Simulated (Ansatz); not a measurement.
## C₄H₆, singlet in 6-31G*: errors against RCCSDT(Q)

Geometry: MP2(full)/6-31G*, from the G2/97 set.

```yaml
atoms:
  - { symbol: C, position_ang: [0.0000, 0.0000, 2.0720] }
  - { symbol: C, position_ang: [0.0000, 0.0000, 0.6100] }
  - { symbol: C, position_ang: [0.0000, 0.0000, -0.6100] }
  - { symbol: C, position_ang: [0.0000, 0.0000, -2.0720] }
  - { symbol: H, position_ang: [0.0000, 1.0207, 2.4646] }
  - { symbol: H, position_ang: [-0.8839, -0.5103, 2.4646] }
  - { symbol: H, position_ang: [0.8839, -0.5103, 2.4646] }
  - { symbol: H, position_ang: [0.0000, 1.0207, -2.4646] }
  - { symbol: H, position_ang: [0.8839, -0.5103, -2.4646] }
  - { symbol: H, position_ang: [-0.8839, -0.5103, -2.4646] }
```

Basis 6-31G* (Cartesian d functions); Ansatz 0.2.0. Only valence electrons are correlated (noble-gas cores frozen), which leaves 22 electrons in 68 orbitals. R marks a restricted (for open shells ROHF) determinant. Active spaces: frontier = (8e, 8o) about the gap.

Full CI isn't at hand for all of this; RCCSDT(Q) serves as the reference, and is uncertain by about the last step of the cluster series.

The UHF ⟨S²⟩ is 0.000. The T1 diagnostic (RCCSD) is 0.0111. The largest doubles amplitude (RCCSD) is 0.073.

```
                    level  E − E(RCCSDT(Q)) (mEh)  share of correlation (%)    wall time
                      RHF                  568.55                      0.00            –
                     RMP2                   59.48                     89.54            –
                     CISD                   97.01                     82.94         12 s
                    RCCSD                   22.06                     96.12            –
                 RCCSD(T)                    2.10                     99.63          2 s
                  BCCD(T)                    2.00                     99.65        2.7 s
                   RCCSDT                    1.35                     99.76            –
  CASSCF (frontier space)                  445.66                     21.62            –
  MRCISD (frontier space)                   58.52                     89.71            –
MRCISD+Q (frontier space)                    9.86                     98.27  19 s (H100)
```

The correlation energy at RCCSDT(Q), counted from RHF, is -15.471 eV. That run took 17 s on 2 threads of AMD EPYC 7R13 with a shared H100 80 GB, shared host.

Times hold each run's SCF and search for its determinant on a shared host, so for small cases they say little of a method's own cost; rows without a card ran on 1 thread of AMD EPYC 7R13.

Atomization energy (electronic, same basis, no zero-point term; atoms at the same level, unrestricted beside the R rows where the molecule is a closed shell, with restricted open-shell steps beyond CCSDT(Q)) at RCCSDT(Q): 3869.0 kJ/mol. Errors of other levels:

```json
{"level": "RHF", "error (kJ/mol)": "-734.7"}
{"level": "RMP2", "error (kJ/mol)": "54.5"}
{"level": "CISD", "error (kJ/mol)": "-237.3"}
{"level": "RCCSD", "error (kJ/mol)": "-45.0"}
{"level": "RCCSD(T)", "error (kJ/mol)": "-2.4"}
{"level": "BCCD(T)", "error (kJ/mol)": "-1.4"}
{"level": "RCCSDT", "error (kJ/mol)": "-3.4"}
```

This basis is far from its limit, so the value isn't to be set against a measured one. Truncated CI isn't size-consistent, which counts against it in atomization.
